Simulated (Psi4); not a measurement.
**A workflow on SiPH3Cl (SMILES [PH][SiH2]Cl)**

Aim: a structure relaxation (UBLYP/6-31G), then vibrational wavenumbers, then the excited states (TD-BLYP/6-31G) of SiPH3Cl. The job is set up through a Python script.

The calculation is run with Psi4 1.11.

**1. The system as given**

SiPH3Cl has 6 atoms, charge 0, and is taken as a doublet. SMILES: `[PH][SiH2]Cl`. The shape is that of a GFN2-xTB optimisation. This is one conformer, not always the lowest. The run starts from this shape.

Bond lengths: P1–Si2 2.228 Å, Si2–Cl3 2.029 Å, P1–H4 1.392 Å, Si2–H5 1.463 Å, Si2–H6 1.459 Å. Angles: P1–Si2–Cl3 110.6°, P1–Si2–H5 112.8°, P1–Si2–H6 108.5°, Cl3–Si2–H5 106.4°, Cl3–Si2–H6 107.9°, Si2–P1–H4 94.2°, H5–Si2–H6 110.6°.

**2. A structure relaxation at UBLYP/6-31G (density fitting) (run 1)**

The input, clh3psi.xyz:

```xyz
6
ClH3PSi
P     -1.339730    -1.164950    -0.165130
Si     0.470670     0.053950     0.283950
Cl    -0.004750     2.023370     0.399910
H     -1.621900    -0.494180    -1.352200
H      1.500480    -0.061210    -0.748210
H      0.995240    -0.356970     1.581680
```

The input, run.py:

```python
import psi4

psi4.set_memory('1600 MB')
psi4.set_num_threads(1)
psi4.set_output_file('output.dat', False)

with open('clh3psi.xyz') as f:
    atoms = ''.join(f.readlines()[2:])
molecule = psi4.geometry('0 2\n' + atoms + 'symmetry c1')

options = {'basis': '6-31G', 'reference': 'uks', 'geom_maxiter': 60}
psi4.set_options(options)

E, wfn = psi4.optimize("blyp", molecule=molecule, return_wfn=True)
print(f'total energy {E:.8f} hartree = {E * 27.211386:.5f} eV')
print(molecule.to_string(dtype='xyz', units='Angstrom'))
```

Started as:

```sh
$ python run.py
```

output.dat:

```text
[...]
  Running in c1 symmetry.
[...]
  Nuclear repulsion =  183.698200664115490
[...]
  Multiplicity = 2
[...]
  Nalpha       = 25
  Nbeta        = 24
[...]
    Number of basis functions: 45
[...]
   @DF-UKS iter   1: -1092.62966961094094   -6.04481e-02   6.32914e-03 ADIIS/DIIS
[...]
   @DF-UKS iter   7: -1092.71406345694777   -1.36424e-12   8.59266e-09 DIIS
[...]
   @S^2 Observed:                7.517706493E-01
[...]
  @DF-UKS Final Energy: -1092.71406345694777
   => Energetics <=
    Nuclear Repulsion Energy =            170.4814801197376255
    One-Electron Energy =               -1849.4000199393342427
    Two-Electron Energy =                 659.6210857008652511
    DFT Exchange-Correlation Energy =     -73.4166093382162899
    Empirical Dispersion Energy =           0.0000000000000000
    VV10 Nonlocal Energy =                  0.0000000000000000
    Total Energy =                      -1092.7140634569477697
[...]
 Multipole Moments:
 ------------------------------------------------------------------------------------
     Multipole            Electronic (a.u.)      Nuclear  (a.u.)        Total (a.u.)
 ------------------------------------------------------------------------------------
 L = 1.  Multiply by 2.5417464519 to convert [e a0] to [Debye]
 Dipole X            :         -2.1506031            2.4073448            0.2567417
 Dipole Y            :          1.3093846           -2.1127491           -0.8033645
 Dipole Z            :          0.5774556           -0.8474519           -0.2699963
 Magnitude           :                                                    0.8855557
[...]
  -Total Gradient:
     Atom            X                  Y                   Z
    ------   -----------------  -----------------  -----------------
       1        0.000038265629    -0.000023596903    -0.000013405243
       2       -0.000047784482     0.000057645964     0.000046696677
       3       -0.000037212530     0.000015864342     0.000064415538
       4       -0.000016207203    -0.000009101268     0.000046094676
       5       -0.000039368611     0.000062744326    -0.000014006139
       6       -0.000003561615     0.000023845742     0.000011330194
[...]
```

The script printed:

```text
Optimizer: Optimization complete!
total energy -1092.71406346 hartree = -29734.26417 eV
6
0 2 ClH3PSi
P                    -1.101608177697    -1.668454869690    -0.375013070718
Si                    0.790892278695    -0.353177792016     0.131532524500
Cl                    0.292447552473     1.821058342047     0.256467086684
H                    -1.443509752502    -0.884287314460    -1.575431631746
H                     1.861528139216    -0.472506324388    -0.928220516162
H                     1.335915974377    -0.747904737139     1.479000134758
```

Run time: 35 s. Hardware: 1 thread of Intel Xeon Platinum 8375C at 2.90GHz (Ice Lake), shared host; peak memory 0.38 GiB.

The path in brief:

```
step  energy from the first frame kept (eV)  largest force (eV/Å)
   0                                 0.0000                3.7438
   1                                -0.4630                1.2540
   2                                -0.5249                0.4551
   3                                -0.5327                0.1988
   4                                -0.5340                0.0898
   5                                -0.5343                0.0398
   6                                -0.5344                0.0139
   7                                -0.5344                0.0045
```

After the run. Bond lengths: P1–Si2 2.360 Å, Si2–Cl3 2.234 Å, P1–H4 1.474 Å, Si2–H5 1.511 Å, Si2–H6 1.506 Å. Angles: P1–Si2–Cl3 112.1°, P1–Si2–H5 111.9°, P1–Si2–H6 109.6°, Cl3–Si2–H5 105.9°, Cl3–Si2–H6 106.6°, Si2–P1–H4 93.7°, H5–Si2–H6 110.5°.

**3. Vibrational wavenumbers at UBLYP/6-31G (density fitting) (run 2)**

The input, job.py:

```python
import psi4

psi4.set_memory(1600000000)
psi4.set_num_threads(1)
psi4.core.set_output_file('clh3psi.out', False)

geom = psi4.geometry("""
0 2
P
Si 1 2.359682
Cl 2 2.234135 1 112.05668
H 1 1.474049 2 93.68774 3 53.65919
H 2 1.511151 3 105.91031 4 97.84331
H 2 1.506164 5 110.50731 3 -115.07832
units angstrom
""")

psi4.set_options(dict(basis='6-31G', reference='uks', t=298.15, rotational_symmetry_number=1))

result, w = psi4.frequencies('BLYP', return_wfn=True)
print('E =', round(result, 9))
print('wavenumbers / cm^-1:', w.frequencies().np.round(1))
for k in ('ZPVE', 'ENTHALPY', 'GIBBS FREE ENERGY'):
    print(f'{k}: {psi4.variable(k):.8f} Eh')
for k, v in sorted(psi4.core.scalar_variables().items()):
    print(f'{k:45s} {v:18.10f}')
```

Started as:

```sh
$ python job.py
```

clh3psi.out:

```text
[...]
  Running in c1 symmetry.
[...]
  Nuclear repulsion =  170.481472445018966
[...]
  Multiplicity = 2
[...]
  Nalpha       = 25
  Nbeta        = 24
[...]
    Number of basis functions: 45
[...]
   @DF-UKS iter   1: -1092.65367657853812   -3.32265e-01   6.18581e-03 ADIIS/DIIS
[...]
   @DF-UKS iter  12: -1092.71406308649694   -2.27374e-12   6.14996e-09 DIIS
[...]
   @S^2 Observed:                7.517708465E-01
[...]
  @DF-UKS Final Energy: -1092.71406308649694
   => Energetics <=
    Nuclear Repulsion Energy =            170.4812066264752843
    One-Electron Energy =               -1849.3994428719406642
    Two-Electron Energy =                 659.6207643546640611
    DFT Exchange-Correlation Energy =     -73.4165911956957302
    Empirical Dispersion Energy =           0.0000000000000000
    VV10 Nonlocal Energy =                  0.0000000000000000
    Total Energy =                      -1092.7140630864969353
[...]
  -Total Gradient:
     Atom            X                  Y                   Z
    ------   -----------------  -----------------  -----------------
       1        0.000025047916     0.000053637315    -0.000002240349
       2        0.000367139781    -0.000093134495    -0.000005671297
       3        0.000047956564    -0.000032348230    -0.000003910471
       4        0.000049094962    -0.000001932089     0.000009100169
       5       -0.000187831681     0.000006201778     0.000116933060
       6       -0.000156081725    -0.000093440747    -0.000097658689
[...]
  ==> Harmonic Vibrational Analysis <==
[...]
  Freq [cm^-1]                 110.1782            152.0714            370.3153
[...]
  IR activ [km/mol]            10.1153              7.6658             11.3366
[...]
  Freq [cm^-1]                 414.6686            444.7887            617.2748
[...]
  IR activ [km/mol]            20.3217             43.5824              1.0911
[...]
  Freq [cm^-1]                 701.8979            787.4582            872.3430
[...]
  IR activ [km/mol]            94.1292             92.3342             109.5316
[...]
  Freq [cm^-1]                2102.2587           2143.3809           2157.6210
[...]
  IR activ [km/mol]            102.5113            13.1830             202.9239
[...]
  Total E_0, Enthalpy at 0 [K]                                                        -1092.68929008 [Eh]
[...]
  Total H, Enthalpy at  298.15 [K]                                                    -1092.68284967 [Eh]
[...]
  Total G, Gibbs energy at  298.15 [K]                                                -1092.71955379 [Eh]
[...]
```

Standard output:

```text
Warning: used thermodynamics relations inappropriate for low-frequency modes: ['110.1782' '152.0714' '370.3153' '414.6686' '444.7887' '617.2748']
E = -1092.714063456
wavenumbers / cm^-1: [ 110.2  152.1  370.3  414.7  444.8  617.3  701.9  787.5  872.3 2102.3
 2143.4 2157.6]
ZPVE: 0.02477338 Eh
ENTHALPY: -1092.68284967 Eh
GIBBS FREE ENERGY: -1092.71955379 Eh
CURRENT ENERGY                                  -1092.7140634564
CURRENT REFERENCE ENERGY                        -1092.7140634564
DD SOLVATION ENERGY                                 0.0000000000
DFT FUNCTIONAL TOTAL ENERGY                     -1092.7140634564
DFT TOTAL ENERGY                                -1092.7140634564
DFT VV10 ENERGY                                     0.0000000000
DFT XC ENERGY                                     -73.4166093017
ENTHALPY                                        -1092.6828496701
ENTHALPY CORRECTION                                 0.0312137863
FINDIF NUMBER                                      31.0000000000
GIBBS FREE ENERGY                               -1092.7195537877
GIBBS FREE ENERGY CORRECTION                       -0.0054903313
GRID ELECTRONS ALPHA                               24.9999907787
GRID ELECTRONS BETA                                23.9999939539
GRID ELECTRONS TOTAL                               48.9999847325
NUCLEAR REPULSION ENERGY                          170.4814724450
ONE-ELECTRON ENERGY                             -1849.4000047555
PCM POLARIZATION ENERGY                             0.0000000000
PE ENERGY                                           0.0000000000
SCF ITERATION ENERGY                            -1092.7140634564
SCF ITERATIONS                                     12.0000000000
SCF TOTAL ENERGY                                -1092.7140634564
THERMAL ENERGY                                  -1092.6837938546
THERMAL ENERGY CORRECTION                           0.0302696018
TWO-ELECTRON ENERGY                               659.6210781558
ZERO K ENTHALPY                                 -1092.6892900771
ZPVE                                                0.0247733793
```

Wall time 2.7 min (1 thread of Intel Xeon Platinum 8375C at 2.90GHz (Ice Lake), shared host); peak memory 0.36 GiB.

**4. The vertical excitations at TD-BLYP/6-31G (density fitting, save jk yes) (run 3)**

The input, calc.py:

```python
import psi4

psi4.set_memory('1600 MB')
psi4.set_num_threads(1)
psi4.set_output_file('output.dat', False)

m = psi4.geometry("""
0 2
P
Si 1 2.359682
Cl 2 2.234135 1 112.05668
H 1 1.474049 2 93.68774 3 53.65919
H 2 1.511151 3 105.91031 4 97.84331
H 2 1.506164 5 110.50731 3 -115.07832
symmetry c1
""")

psi4.set_options({
    'basis': '6-31G',
    'reference': 'uks',
    'save_jk': True,
})

from psi4.driver.procrouting.response.scf_response import tdscf_excitations
energy_value, wavefunction = psi4.energy('BLYP', return_wfn=True)
states = tdscf_excitations(wavefunction, states=4, tda=False)
for k, s in enumerate(states, 1):
    print(f"root {k}: {s['EXCITATION ENERGY'] * 27.211386:.4f} eV  f = {s['OSCILLATOR STRENGTH (LEN)']:.4f}  {s['SYMMETRY']}")
print('E =', round(energy_value, 9))
```

Started as:

```sh
$ python calc.py
```

output.dat:

```text
[...]
  Running in c1 symmetry.
[...]
  Nuclear repulsion =  170.481472445018966
[...]
  Multiplicity = 2
[...]
  Nalpha       = 25
  Nbeta        = 24
[...]
    Number of basis functions: 45
[...]
   @DF-UKS iter   1: -1092.65367657697971   -3.32265e-01   6.18581e-03 DIIS/ADIIS
[...]
   @DF-UKS iter   9: -1092.71406345385549   -1.91003e-08   5.77861e-07 DIIS
[...]
   @S^2 Observed:                7.517708619E-01
[...]
    Orbital Energies [Eh]
    ---------------------
    Alpha Occupied:
       1A   -100.718315     2A    -76.406519     3A    -65.541074
       4A     -9.163264     5A     -6.995832     6A     -6.985834
       7A     -6.985495     8A     -6.345121     9A     -5.126886
      10A     -4.572877    11A     -4.569021    12A     -4.566110
      13A     -3.547735    14A     -3.544147    15A     -3.543319
      16A     -0.733409    17A     -0.595590    18A     -0.488660
      19A     -0.358725    20A     -0.342398    21A     -0.328942
      22A     -0.286441    23A     -0.263868    24A     -0.252304
      25A     -0.229808
    Alpha Virtual:
[...]
  @DF-UKS Final Energy: -1092.71406345385549
   => Energetics <=
    Nuclear Repulsion Energy =            170.4814724450189658
    One-Electron Energy =               -1849.4000132952060085
    Two-Electron Energy =                 659.6210854164487500
    DFT Exchange-Correlation Energy =     -73.4166080201171809
    Empirical Dispersion Energy =           0.0000000000000000
    VV10 Nonlocal Energy =                  0.0000000000000000
    Total Energy =                      -1092.7140634538554878
[...]
 Multipole Moments:
 ------------------------------------------------------------------------------------
     Multipole            Electronic (a.u.)      Nuclear  (a.u.)        Total (a.u.)
 ------------------------------------------------------------------------------------
 L = 1.  Multiply by 2.5417464519 to convert [e a0] to [Debye]
 Dipole X            :          0.8451912           -1.0776468           -0.2324557
 Dipole Y            :         -2.2803403            3.0805261            0.8001858
 Dipole Z            :         -0.8709989            0.5711670           -0.2998318
 Magnitude           :                                                    0.8855687
[...]
                                    Excitation Energy         Total Energy        Oscillator Strength             Rotatory Strength
[...]
Excited State    1 (1 A):   0.06727 au   677.36 nm f = 0.0014
[...]
Excited State    2 (1 A):   0.08405 au   542.09 nm f = 0.0003
[...]
Excited State    3 (1 A):   0.10322 au   441.42 nm f = 0.0028
[...]
Excited State    4 (1 A):   0.14358 au   317.33 nm f = 0.0014
[...]
```

On the terminal:

```text
root 1: 1.8304 eV  f = 0.0014  A
root 2: 2.2872 eV  f = 0.0003  A
root 3: 2.8088 eV  f = 0.0028  A
root 4: 3.9071 eV  f = 0.0014  A
E = -1092.714063454
```

It took 21 s on 1 thread of Intel Xeon Platinum 8375C at 2.90GHz (Ice Lake), shared host; peak memory 0.35 GiB.

The roots found:

```
excited state  energy (eV)  strength  label
            1        1.830    0.0014    A 1
            2        2.287    0.0003    A 1
            3        2.809    0.0028    A 1
            4        3.907    0.0014    A 1
```

**5. Results**

| quantity | value |
| --- | --- |
| run 1, UBLYP/6-31G: total energy at the end | -1092.71406 Eh |
| run 1, UBLYP/6-31G: dipole moment | 2.25 D |
| run 1, UBLYP/6-31G: HOMO energy (highest over α and β) | -6.25 eV |
| run 1, UBLYP/6-31G: LUMO energy (lowest over α and β) | -4.88 eV |
| run 1, UBLYP/6-31G: ⟨S²⟩ | 0.752 |
| run 2, UBLYP/6-31G: lowest harmonic wavenumber | 110 cm⁻¹ |
| run 2, UBLYP/6-31G: highest harmonic wavenumber | 2158 cm⁻¹ |
| run 2, UBLYP/6-31G: zero-point energy | 65.0 kJ/mol |
| run 2, UBLYP/6-31G: ideal-gas entropy at 298.15 K (symmetry number 1 as used) | 77.2 cal/(mol K) |
| run 3, TD-BLYP/6-31G: ground-state or mean-field energy | -1092.71406 Eh |
| run 3, TD-BLYP/6-31G: dipole moment (BLYP Kohn–Sham density) | 2.25 D |
| run 3, TD-BLYP/6-31G: HOMO energy (BLYP Kohn–Sham orbitals) (highest over α and β) | -6.25 eV |
| run 3, TD-BLYP/6-31G: LUMO energy (BLYP Kohn–Sham orbitals) (lowest over α and β) | -4.88 eV |
| run 3, TD-BLYP/6-31G: ⟨S²⟩ of the reference determinant | 0.752 |
| run 3, TD-BLYP/6-31G: lowest excitation energy | 1.83 eV |

The optimisation (run 1, UBLYP/6-31G) took 8 steps and changed the energy by -0.534 eV. All 12 modes (run 2, UBLYP/6-31G) are real, so the shape is a minimum at this level.
